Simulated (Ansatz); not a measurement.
Two shapes of singlet CH4O.

Shape 1:

```xyz
6

C     0.0003   -0.0363   -0.6415
O     0.0069   -0.0586    0.7461
H    -0.0024   -1.0748   -1.0185
H    -0.9048    0.4657   -1.0765
H     0.8935    0.4751   -1.0717
H     0.0059    0.8405    1.0793
```

Shape 2:

```xyz
6

C    -0.0174    0.0168   -0.6425
O    -0.0400   -0.0384    0.7607
H    -0.0123   -1.0215   -1.0222
H    -0.8763    0.4428   -1.0348
H     0.9009    0.4674   -1.1247
H    -0.0135    0.8745    1.1048
```

Basis set: STO-3G (spherical functions). Frozen core: 2 orbitals. Charge 0, multiplicity 1.

Computed with Ansatz (development build ahead of 0.2.0); each method stands on the lowest determinant of its kind that the runs found.

**Question.** Which shape is lower in energy, and by how much in each method?

**Answer.**

| method | E(2) − E(1) (eV) |
| --- | --- |
| RHF | 0.083 |
| RHF-MP2 | 0.087 |

Shape 1 is lower.
